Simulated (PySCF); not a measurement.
## C3: fields on a plane

All numbers come from PBE0/[C def2-TZVP], no relativity, density fitting, PySCF.

The singlet minimum has C–C 1.288 Å (×2); C–C–C 180.0°.

The plane holds C1 at (0.00, 0.00), C2 at (1.29, 0.00), C3 at (-1.29, 0.00) Å. Columns run from x = -3.15 to 3.45 Å, rows from y = 2.25 (top) to -1.95 Å, in steps of 0.3 Å. Other isomers or separated fragments may lie lower.

Question: Give the electrostatic potential (V) (cut at 20 V). Lower edges of the bins (V): '0' -1.11, '1' -0.99, '2' -0.79, '3' -0.47, '4' 0.02, '5' 0.81, '6' 2.06, '7' 4.03, '8' 7.17, '9' 12.13; top 20.0.

Answer: 
```
33344444444444444443333
33334444444444444433333
33334445544445544433333
33334555555555555433333
22335677666666776533223
21246899888888998642122
10158999999999999851012
10159999999999999951012
10159999999999999951012
10158999999999999851012
21246899888888998642122
22335677666666776533223
33334555555555555433333
33334445544445544433333
33334444444444444433333
```

Question: Give the electron localisation function (set to 0 where the density is under 0.005 e/Å³). Every second row and column.

Answer: 
```
0.00 0.00 0.00 0.00 0.00 0.00 0.00 0.00 0.00 0.00 0.00 0.00
0.00 0.00 0.39 0.14 0.14 0.34 0.25 0.10 0.26 0.42 0.00 0.00
0.00 0.92 0.91 0.55 0.49 0.68 0.64 0.41 0.80 0.93 0.81 0.00
0.85 0.99 0.99 0.25 0.87 0.43 0.84 0.43 0.92 0.99 0.97 0.00
0.90 0.99 0.99 0.95 0.91 0.42 0.75 0.10 0.52 0.99 0.98 0.00
0.70 0.97 0.97 0.67 0.72 0.73 0.78 0.55 0.91 0.98 0.94 0.00
0.00 0.73 0.73 0.32 0.29 0.52 0.44 0.23 0.54 0.79 0.00 0.00
0.00 0.00 0.00 0.05 0.05 0.15 0.10 0.04 0.00 0.00 0.00 0.00
```
